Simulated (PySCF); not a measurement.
formaldehyde cation (CH₂O), SMILES C=O (connectivity only; charge and spin as stated), charge +1, multiplicity 2. Atoms are numbered in the order given.

```xyz
4

C      0.0000     0.0000    -0.5229
O      0.0000     0.0000     0.6638
H      0.0000     0.9680    -1.0865
H      0.0000    -0.9680    -1.0865
```
Charge +1, spin multiplicity 2.

Geometry: B3LYP-D3(BJ)/def2-TZVPD. The multiplicity is an assumed one; other spin states were not compared.

Calculation: CAM-B3LYP/def2-TZVPD (PySCF).

Mulliken values depend strongly on the basis, most of all with diffuse functions as here. ESP charges are fitted to the potential on shells at 1.4 to 2.0 van der Waals radii. Atomic charges (e):

```tsv
atom	meta-Löwdin	ESP fit	Mulliken spin
C1	0.30	[?]	-0.05
O2	0.15	[?]	0.82
H3	0.27	[?]	0.11
H4	0.27	[?]	0.11
```

Question: Fill in the missing entries. (An estimate is asked for; the answer gives what the named calculation found.)

Answer: 
- C1, ESP fit: 0.26
- O2, ESP fit: 0.16
- H3, ESP fit: 0.29
- H4, ESP fit: 0.29
